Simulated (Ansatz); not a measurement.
## How far each method lies from UCCSDT(Q) for H2Al–AlH2⁺, doublet

Geometry: that of the H2Al–AlH2, triplet, kept fixed.

```tsv
atom	x (Å)	y (Å)	z (Å)
Al	0.0000	0.0000	-1.3006
Al	0.0000	0.0000	1.3006
H	0.0000	1.4653	-1.8929
H	0.0000	-1.4653	-1.8929
H	0.0000	1.4653	1.8929
H	0.0000	-1.4653	1.8929
```

Basis cc-pVDZ; Ansatz 0.2.0. Only valence electrons are correlated (noble-gas cores frozen), which leaves 9 electrons in 46 orbitals. Prefix R: restricted or restricted open-shell reference; prefix U: unrestricted. Active spaces: frontier = (9e, 9o) about the gap.

Full CI isn't at hand for all of this; UCCSDT(Q) serves as the reference, and is uncertain by the last step of the cluster series or more. The frozen core follows each run's orbitals, which can shift R against U totals by a few meV.

For open shells CISD is restricted-active-space CI with the open shells as a complete middle space.

```
UHF ⟨S²⟩                          : 0.761
T1 diagnostic (RCCSD)             : 0.0232
largest doubles amplitude (RCCSD) : 0.036
T1 diagnostic (UCCSD)             : 0.0170
```

| level | E − E(RHF) (eV) |
| --- | --- |
| UHF | -0.0554 |
| RMP2 | -3.0978 |
| UMP2 | -3.1073 |
| RCCSD | -4.1536 |
| UCCSD | -4.1547 |
| RCCSD(T) | -4.2227 |
| UCCSD(T) | -4.2226 |

Task: Estimate how far UCCSDT(Q) in cc-pVDZ lies from RCCSD(T). The table doesn't fix it; the size of (T) and the diagnostics are the guide.

Result: UCCSDT(Q) in cc-pVDZ lies 0.65 kcal/mol below RCCSD(T), which is 41 % of the (T) step (-1.59 kcal/mol). The diagnostics give no warning, yet the rest is a sizeable part of (T).

The other levels:

```
                             level  E − E(UCCSDT(Q)) (kcal/mol)  share of correlation (%)  wall time
                              CISD                         8.68                     91.15      2.4 s
                           BCCD(T)                         0.64                     99.35      2.2 s
                            RCCSDT                         0.04                     99.96          –
                            UCCSDT                         0.04                     99.96          –
                         RCCSDT(Q)                         0.01                     99.99       45 s
           CASSCF (frontier space)                        58.27                     40.56          –
           NEVPT2 (frontier space)                        22.49                     77.06      8.5 s
           MRCISD (frontier space)                         3.59                     96.34          –
         MRCISD+Q (frontier space)                         0.33                     99.67       11 s
MRCISD+Q(relaxed) (frontier space)                        -0.45                    100.46       12 s
```

The correlation energy at UCCSDT(Q), counted from RHF, is -4.251 eV. That run took 40 s on 1 thread of Arm Neoverse V1, shared host.

Times hold each run's SCF and search for its determinant on a shared host, so for small cases they say little of a method's own cost; they ran on 1 thread of Arm Neoverse V1.
